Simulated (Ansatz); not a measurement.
# CS₂ (singlet): wB97M-V, B2PLYP, RPA-PBE over a series of basis sets

One table from this session's results is given with a row withheld; the runs are named, their logs left out.

Method: all electrons in the functionals, frozen cores in the correlation of double hybrids and RPA; program: Ansatz 0.2.0, Gaussian basis.

Plan: wB97M-V, B2PLYP, RPA-PBE, at STO-3G; 6-31G; 6-31G*; cc-pV(D+d)Z; cc-pV(T+d)Z; cc-pV(Q+d)Z.

18 further runs of the same task are left out: 1 that didn't finish, 17 set aside as unsound or not needed.

### What is computed

The geometry is an MP2(full)/6-31G* stationary point (not a proven minimum).

3 atoms, charge 0, spin multiplicity 1.

Atoms are counted from 1 here; the program's logs count them from 0.

Bond lengths: S1–C2 1.561 Å, C2–S3 1.561 Å. Angles: S1–C2–S3 180.0°.

No dispersion term is added; wB97M-V holds VV10 nonlocal correlation.

The first run:

The input, in.yaml:

```yaml
crystal:
  periodic: [false, false, false]
  atoms:
    - {symbol: S, position_ang: [0.000000, 0.000000, 1.561117]}
    - {symbol: C, position_ang: [0.000000, 0.000000, 0.000000]}
    - {symbol: S, position_ang: [0.000000, 0.000000, -1.561117]}
basis:
  gaussian: {orbitals: STO-3G}
hamiltonian: {xc: {name: wB97M-V}}
output: {orbitals: {seedname: orbitals}}
```

Launch:

```bash
ansatz run in.yaml --threads 1 --pin off --events-out ev --progress --plain --max-ram 4096MiB --backend cpu
```

Among the steps run: wB97M-V, STO-3G; wB97M-V, 6-31G; wB97M-V, 6-31G*; wB97M-V, cc-pV(D+d)Z; wB97M-V, cc-pV(T+d)Z; wB97M-V, cc-pV(Q+d)Z; B2PLYP, STO-3G; B2PLYP, 6-31G; B2PLYP, 6-31G*; B2PLYP, cc-pV(D+d)Z; B2PLYP, cc-pV(T+d)Z; B2PLYP, cc-pV(Q+d)Z; RPA-PBE, STO-3G; RPA-PBE, 6-31G; RPA-PBE, 6-31G*; RPA-PBE, cc-pV(D+d)Z; RPA-PBE, cc-pV(T+d)Z; RPA-PBE, cc-pV(Q+d)Z.

One of the session's tables, all rows but one given; the rest of the session is left out.

It belongs to the step «Against the wave-function levels». Atomisation energies, with free atoms from separate runs at the same level and basis (kcal/mol); wave-function rows come from earlier runs:

| level | 6-31G | cc-pV(Q+d)Z |
| --- | --- | --- |
| wB97M-V | 231.8 | 281.0 |
| B2PLYP | 222.0 | 281.0 |
| RPA-PBE | 173.8 | 256.4 |
| RHF | 105.4 | 164.0 |
| RCCSD(T) | ? | ? |

Q: Estimate the row for RCCSD(T) from the others.

**Answer.** 6-31G: 199.0; cc-pV(Q+d)Z: 273.3. In the column «6-31G» it lies between RPA-PBE (173.8) and B2PLYP (222.0).

Limits of these values: Core correlation, relativity and spin-orbit terms are not in the calculated values.
